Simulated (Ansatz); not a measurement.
**Al2H (quartet): from Hartree-Fock to the top rungs at distance Al1–Al2 = 1.910 Å, 6-31G**

Aim: climb from Hartree-Fock through coupled cluster and multireference methods for Al2H (quartet) at one geometry and basis, and see what each rung misses.

Computed with Ansatz 0.2.0, Gaussian basis. Level: 6-31G, core rule «outside noble gas», up to 10 orbitals frozen.

Plan: UHF; CCSD(T) on ROHF; CCSD(T) on UHF; BCCD(T) on ROHF; CISD; CCSDT(Q) on ROHF; CCSDT(Q) on UHF; CISDTQ; CCSDTQ on ROHF; CCSDTQ on UHF; CASSCF and MRCISD+Q, 5 electrons in 5 orbitals; CASSCF and NEVPT2, 5 electrons in 5 orbitals; CASSCF and MRCISD+Q, 7 electrons in 9 orbitals; CASSCF and NEVPT4(SD), 7 electrons in 9 orbitals; CASSCF and NEVPT2, 7 electrons in 9 orbitals; Full CI.

20 further runs of the same task are left out: 18 that didn't finish, 2 set aside as unsound or not needed.

**1. What is computed**

The geometry derives from a PBE0/def2-TZVP stationary point (not a proven minimum). One bond is set to the value named and the two fragments are kept rigid.

3 atoms, charge 0, spin multiplicity 4.

Atoms are counted from 1 here; the program's logs count them from 0.

Bond lengths: Al1–Al2 1.910 Å, Al1–H3 1.583 Å. Angles: Al2–Al1–H3 180.0°.

**2. UHF**

File in.yaml:

```yaml
crystal:
  periodic: [false, false, false]
  atoms:
    - {symbol: Al, position_ang: [0.000000, 0.000000, 0.108918]}
    - {symbol: Al, position_ang: [0.000000, 0.000000, -1.801082]}
    - {symbol: H, position_ang: [0.000000, 0.000000, 1.692165]}
basis:
  gaussian: {orbitals: 6-31G}
magnetization: {spin_polarized: true, initial_magnetization: 3}
hamiltonian: {xc: hf}
output: {orbitals: {seedname: orbitals}}
```

Command:

```sh
$ ansatz run in.yaml --threads 1 --pin off --events-out ev --progress --plain --max-ram 2393MiB
```

After this run come: CCSD(T) on ROHF; CCSD(T) on UHF; BCCD(T) on ROHF; CISD; CCSDT(Q) on ROHF; CCSDT(Q) on UHF; CISDTQ; CCSDTQ on ROHF; CCSDTQ on UHF; CASSCF and MRCISD+Q, 5 electrons in 5 orbitals; CASSCF and NEVPT2, 5 electrons in 5 orbitals; CASSCF and MRCISD+Q, 7 electrons in 9 orbitals; CASSCF and NEVPT4(SD), 7 electrons in 9 orbitals; CASSCF and NEVPT2, 7 electrons in 9 orbitals; Full CI.

**Question.** What will the summary of the whole plan be? Wanted: FCI below the RHF energy; RMP2 from FCI; UMP2 from FCI; RCCSD from FCI; RCCSD(T) from FCI; UCCSD(T) from FCI; RCCSDT(Q) from FCI; UCCSDT(Q) from FCI; NEVPT2 pair from FCI.

**Answer**, as computed:

```
                         quantity                                                                                                                                              value
         FCI below the RHF energy                                                                                                                                         -1.7211 eV
                    RMP2 from FCI                                                                                                                                         +555.5 meV
                    UMP2 from FCI                                                                                                                                         +554.1 meV
                   RCCSD from FCI                                                                                                                                          +53.2 meV
                RCCSD(T) from FCI                                                                                                                                          +18.6 meV
                UCCSD(T) from FCI                                                                                                                                          +18.5 meV
               RCCSDT(Q) from FCI                                                                                                                                           +1.0 meV
               UCCSDT(Q) from FCI                                                                                                                                           +0.9 meV
             NEVPT2 pair from FCI                                                                                                                                         +484.7 meV
          NEVPT2 valence from FCI                                                                                                                                         +156.7 meV
      NEVPT4(SD) valence from FCI                                                                                                                                          +27.8 meV
levels within 1 kcal/mol (43 meV)  RCCSD(T), UCCSD(T), BCCD(T), RCCSDT, UCCSDT, CISDTQ, RCCSDT(Q), UCCSDT(Q), RCCSDTQ, UCCSDTQ, NEVPT4(SD) valence, MRCISD valence, MRCISD+Q valence
                    T1 diagnostic                                                                                                                                              0.025
   effectively unpaired electrons                                                                                                                                               3.03
```

RCCSD(T) misses by +18.6 meV, 1.1 % of the correlation energy. One determinant dominates. Of the multireference levels listed MRCISD+Q valence comes nearest in total energy (+4.8 meV), which doesn't show that its space is the better one. These misses are within one basis, not against nature; the frozen cores of restricted and unrestricted runs differ, which can shift their rows.
